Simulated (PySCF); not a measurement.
# Level sweep

C5H9N.
Z-matrix (Å and degrees, PBE0-D3(BJ)/def2-SVP geometry), rows numbered from 1:
```
C 
C   1  1.3351
C   2  1.4821  1  126.52
C   3  1.5052  2  117.74  1     0.38
C   3  1.4916  2  115.88  1  -150.92
N   5  1.4460  3   59.91  2  -106.61
H   1  1.0929  2  121.89  3     0.63
H   1  1.0923  2  121.06  3  -179.60
H   2  1.0984  1  118.84  3   179.54
H   4  1.1007  3  111.19  2   -62.02
H   4  1.1010  3  110.72  2    58.53
H   4  1.0980  3  109.84  2   177.52
H   5  1.0959  3  118.77  6  -104.65
H   5  1.0964  3  117.89  6   109.93
H   6  1.0196  3  110.65  5  -103.56
```

PySCF, dipoles from the SCF density, polarisabilities from static response with core orbitals frozen. Geometry: PBE0-D3(BJ)/def2-SVP, one conformer, isolated molecule.

The anisotropy is √(½[(α1 − α2)² + (α2 − α3)² + (α3 − α1)²]).

| level | μ (D) | α (au) | anisotropy (au) |
| --- | --- | --- | --- |
| LDA/def2-SVPD | 1.236 | 72.82 | 30.55 |
| PBE/def2-SVPD | 1.196 | 71.89 | 30.35 |
| B3LYP/def2-SVPD | 1.318 | 70.00 | 29.00 |
| PBE0/def2-SVPD | 1.303 | 69.24 | 28.69 |
| BHandHLYP/def2-SVPD | 1.423 | 67.71 | 27.88 |
| HF/def2-SVPD | 1.527 | 65.98 | 27.47 |

The dipole runs from 1.20 D (PBE/def2-SVPD) to 1.53 D (HF/def2-SVPD). In one basis (def2-SVPD) the functionals order the polarisability from HF (lowest) to LDA (highest), a spread of 10%.
